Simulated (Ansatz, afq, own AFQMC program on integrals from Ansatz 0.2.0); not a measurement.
Integrals from Ansatz 0.2.0, then the random walk in our own AFQMC program (afq).

```yaml
crystal:
  periodic: [false, false, false]
  atoms:
    - {symbol: B, position_ang: [-0.156768, 0.000000, 0.000000]}
    - {symbol: H, position_ang: [-0.753501, 1.033571, 0.000000]}
    - {symbol: H, position_ang: [-0.753501, -1.033571, 0.000000]}
    - {symbol: H, position_ang: [1.119232, 0.000000, 0.000000]}
    - {symbol: H, position_ang: [2.069232, 0.000000, 0.000000]}
basis:
  gaussian: {orbitals: cc-pVTZ}
magnetization: {spin_polarized: true, initial_magnetization: 1}
correlation: {method: ccsd_t, electrons: outside_noble_gas, hamiltonian_folder: ham}
```

```sh
$ ansatz run in.yaml --threads 1 --pin off --events-out ev --progress --plain --max-ram 24576MiB --backend cuda --devices 0, --max-vram 18GiB
```

Options of the walk:

```
--method phaseless --trial cisd --walkers 1900 --populations 20 --least-time 60 --time-step 0.005 --steps-per-block 50 --equilibration-blocks 28 --max-blocks 4000 --target-error 0.00016 --factor-cut 1e-05 --start spin_pure --seed 7755 --release-times 0.24,0.51,0.99,1.62,2.4 --release-step 0.03 --release-every 3 --taylor-order 6
```

Times are imaginary, in 1/Eh. The walk had a cap of 243 s. With eight or more populations the least sampling time is a fifth of least-time, and the error comes from their spread.

```
orbitals 85  electrons 4 3  factors 472 of 472
reference energy -26.86191810 Eh
CCSD correlation -0.14916825 Eh in 10 cycles, weight of the determinant in the CISD state 0.9310
energy of the start -27.010797 Eh
 block  time / (1/Eh)  mean weight  energy / Eh
     1     0.250  1.0002  -27.010371
     2     0.500  0.9995  -27.011359
     3     0.750  0.9998  -27.012233
     4     1.000  0.9996  -27.012899
     5     1.250  1.0002  -27.013539
    12     3.000  0.9998  -27.015198
    19     4.750  1.0001  -27.014500
    26     6.500  0.9997  -27.014780
    33     8.250  1.0002  -27.014450
    40    10.000  1.0000  -27.014644
    47    11.750  0.9997  -27.014847
    48    12.000  0.9992  -27.015436
    53    13.250  1.0001  -27.014179
    54    13.500  0.9998  -27.014823
    61    15.250  1.0000  -27.014740
    68    17.000  1.0001  -27.015270
    75    18.750  1.0000  -27.014848
    78    19.500  1.0002  -27.014979
error from the spread of 20 populations
released: time / (1/Eh)  energy / Eh  error  mean overlap
  0.24  -27.014860  0.000067  0.9979
  0.51  -27.014890  0.000061  0.9928
  0.99  -27.014963  0.000048  0.9859
  1.62  -27.014933  0.000060  0.9855
  2.40  -27.014941  0.000069  0.9850
energy -27.014827 +/- 0.000078 Eh
(rows thinned)
```

Question: Estimate how long the walk took on 1 × NVIDIA H100 80GB HBM3 with 2 threads of AMD EPYC 7R13 Processor (Zen 3), with other jobs on the host (the card was shared).

Answer: 51 s of wall time.

The run passed its tests (sampling time, drift between the halves within three errors, error under three times the target), which doesn't prove that it has relaxed.

Against this walk (error 2.1 meV) on the same determinant: CCSD(T) 15.0 meV higher, CCSDT(Q) 2.7 meV lower (within the noise). The error is statistical and leaves out the bias of the constraint. Released to 2.40 1/Eh the energy moves by -3 ± 3 meV (both errors), within twice the noise.

Cautions: constraint bias not in the error.

CCSDT and higher add their correlation energy to the determinant of the CCSD(T) run, since their own runs factorise the integrals more tightly (a shift of under 2 meV). A walk keeps the symmetry of its determinant, which the program's search chose and which needn't be the lowest solution, so a lower state of the same spin and another symmetry isn't excluded.
